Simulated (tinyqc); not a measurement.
CCSD on RHF in the sto-3g basis, frozen core, for OH-, spin multiplicity 1, step by step. The basis has no diffuse functions, so it cannot describe the extra electron: this is an exercise in the method, not the real anion. One step of it, computed by the program tinyqc.

Question. Orthogonalisation. S = U s U^T; symmetric (Loewdin) form X = U s^(-1/2) U^T, so that X^T S X = 1.

overlap S, order 1O 1s, 1O 2s, 1O 2px, 1O 2py, 1O 2pz, 2H 1s:
```
[[1.000000, 0.236704, 0.000000, 0.000000, 0.000000, 0.026309],
 [0.236704, 1.000000, 0.000000, 0.000000, 0.000000, 0.299675],
 [0.000000, 0.000000, 1.000000, 0.000000, 0.000000, 0.000000],
 [0.000000, 0.000000, 0.000000, 1.000000, 0.000000, 0.000000],
 [0.000000, 0.000000, 0.000000, 0.000000, 1.000000, 0.279312],
 [0.026309, 0.299675, 0.000000, 0.000000, 0.279312, 1.000000]]
```

Give: eigenvalues of S; X.

Answer.

eigenvalues of S: [0.560, 0.842, 1.000, 1.000, 1.137, 1.460]

X, order 1O 1s, 1O 2s, 1O 2px, 1O 2py, 1O 2pz, 2H 1s:
```
[[1.023, -0.127, 0.000, 0.000, -0.004, 0.016],
 [-0.127, 1.062, 0.000, 0.000, 0.037, -0.172],
 [0.000, 0.000, 1.000, 0.000, 0.000, 0.000],
 [0.000, 0.000, 0.000, 1.000, 0.000, 0.000],
 [-0.004, 0.037, 0.000, 0.000, 1.033, -0.157],
 [0.016, -0.172, 0.000, 0.000, -0.157, 1.073]]
```
